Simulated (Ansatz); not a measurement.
# C₂H₆NPS: small, medium and large basis sets

The task here is to estimate one member of a computed series from the others.

Computed with Ansatz 0.2.0, Gaussian basis. Level: one geometry, several basis sets.

Plan: PBE0-D4/def2-SVP; ωB97M-V/def2-SVP; PBE0-D4/def2-QZVPP; ωB97M-V/def2-QZVPP; the functionals' def2-TZVPP values are taken from earlier runs.

## The geometry

An earlier PBE0-D4 in a triple-zeta def2 set relaxation fixed the geometry.

SMILES `CN(P)C=S`, 11 atoms, charge 0, spin multiplicity 1.

Atoms are counted from 1 here; the program's logs count them from 0.

Bond lengths: C1–N2 1.452 Å, C1–H6 1.092 Å, C1–H7 1.088 Å, C1–H8 1.093 Å, N2–P3 1.730 Å, N2–C4 1.349 Å, P3–H9 1.422 Å, P3–H10 1.422 Å, C4–S5 1.630 Å, C4–H11 1.092 Å. Angles: N2–C1–H6 110.1°, N2–C1–H7 109.1°, N2–C1–H8 110.1°, H6–C1–H7 110.0°, H6–C1–H8 107.5°, H7–C1–H8 110.0°, C1–N2–P3 123.0°, C1–N2–C4 119.2°, P3–N2–C4 117.8°, N2–P3–H9 98.2°, N2–P3–H10 98.2°, H9–P3–H10 92.7°, N2–C4–S5 126.3°, N2–C4–H11 112.3°, S5–C4–H11 121.4°.

Geometry (Å):

```mol
C2H6NPS
  3D, bonds by distance, orders not assigned

 11 10  0  0  0  0  0  0  0  0999 V2000
   -0.3353    0.9002    0.6649 C   0  0
    0.0146   -0.2026   -0.2129 N   0  0
    1.3782   -1.2304    0.0650 P   0  0
   -0.7492   -0.4496   -1.2968 C   0  0
   -2.0748    0.3823   -1.7523 S   0  0
   -0.3405    1.8384    0.1053 H   0  0
    0.3880    0.9541    1.4757 H   0  0
   -1.3398    0.7538    1.0691 H   0  0
    1.1649   -1.4820    1.4486 H   0  0
    2.3441   -0.2205    0.3300 H   0  0
   -0.3849   -1.3008   -1.8760 H   0  0
  1  2  8  0
  2  3  8  0
  2  4  8  0
  4  5  8  0
  1  6  8  0
  1  7  8  0
  1  8  8  0
  3  9  8  0
  3 10  8  0
  4 11  8  0
M  END
```

The first run:

Contents of in.yaml:

```yaml
crystal:
  periodic: [false, false, false]
  atoms:
    - {symbol: C, position_ang: [-0.335332, 0.900169, 0.664883]}
    - {symbol: N, position_ang: [0.014579, -0.202583, -0.212866]}
    - {symbol: P, position_ang: [1.378203, -1.230376, 0.065020]}
    - {symbol: C, position_ang: [-0.749177, -0.449588, -1.296815]}
    - {symbol: S, position_ang: [-2.074810, 0.382330, -1.752323]}
    - {symbol: H, position_ang: [-0.340489, 1.838355, 0.105263]}
    - {symbol: H, position_ang: [0.388025, 0.954076, 1.475725]}
    - {symbol: H, position_ang: [-1.339759, 0.753776, 1.069132]}
    - {symbol: H, position_ang: [1.164858, -1.482012, 1.448627]}
    - {symbol: H, position_ang: [2.344134, -0.220508, 0.329984]}
    - {symbol: H, position_ang: [-0.384930, -1.300841, -1.876029]}
basis:
  gaussian: {orbitals: def2-SVP}
hamiltonian: {xc: pbe0, dispersion: d4}
output: {orbitals: {seedname: orbitals}}
```

The run is started by

```bash
$ ansatz run in.yaml --threads 4 --pin off --events-out ev --progress --plain --max-ram 10444MiB
```

Among the steps run: PBE0-D4 in def2-SVP; ωB97M-V in def2-SVP; PBE0-D4 in def2-QZVPP; ωB97M-V in def2-QZVPP.

One of the session's tables, all rows but one given; the rest of the session is left out.

It belongs to the step «Functionals by basis». 

```
functional       basis  HOMO (eV)
   PBE0-D4    def2-SVP      -6.06
   PBE0-D4  def2-TZVPP          ?
   PBE0-D4  def2-QZVPP      -6.31
   ωB97M-V    def2-SVP      -8.22
   ωB97M-V  def2-TZVPP      -8.45
   ωB97M-V  def2-QZVPP      -8.50
```

Q: Estimate the row for PBE0-D4, def2-TZVPP from the others.

**Answer.** HOMO (eV): -6.27. In the column «HOMO (eV)» it lies between PBE0-D4, def2-QZVPP (-6.31) and PBE0-D4, def2-SVP (-6.06).
